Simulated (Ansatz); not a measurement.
A made-up structure of CH2BO, doublet:

```
5
angstrom
B -1.0690 -0.3971 0.5754
C 0.0693 0.2731 -0.1891
O 0.0835 -1.0232 0.6023
H -1.3376 -1.4015 1.0668
H 0.6927 1.0378 0.2618
```

It is relaxed with PBE-D4/def2-SVP and then PBE0-D4/def2-TZVP (Ansatz 0.2.0). Atoms count as bonded within 1.22 times the sum of their covalent radii (H–H: 0.88 Å). The end point is not checked to be a true minimum.

Problem. Does its bonding change? (A judgement: the text doesn't fix the answer.)

Solution. Computed: No: no bond forms or breaks.

Where it ends: The first stage lowers the energy by 2.72 eV in 9 steps. It ends as CH₂BO ([BH]1[CH][O]1):
```xyz
5
angstrom
B -0.8714 -0.6973 0.6675
C 0.0220 0.3296 0.2631
O 0.4765 -1.0088 0.4268
H -1.8428 -1.2767 1.0006
H 0.6547 1.1421 -0.0408
```

Labels in which every atom is bracketed show which atoms are joined, not bond orders.

For scale, one of the runs: PBE0-D4/def2-TZVP relaxation, 105 basis functions, launched by `ansatz run in.yaml --threads 2 --pin off --events-out ev --progress --plain --max-ram 4352MiB`. Hardware: 2 CPU threads of an Arm Neoverse V2, shared host. Wall time about 10 s.
